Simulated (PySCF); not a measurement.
A structure optimised at PBE-D3(BJ)/def2-TZVP, used in a PySCF frequency run:

```
B
F 1 1.3253
F 1 1.3253 2 120.00
F 1 1.3253 2 120.00 3 180.00
```

Write its SMILES, formula and point group.

FB(F)F, BF3, D3h

What are its rotational constants (standard atomic weights)?

10.096, 10.096, 5.0482 GHz
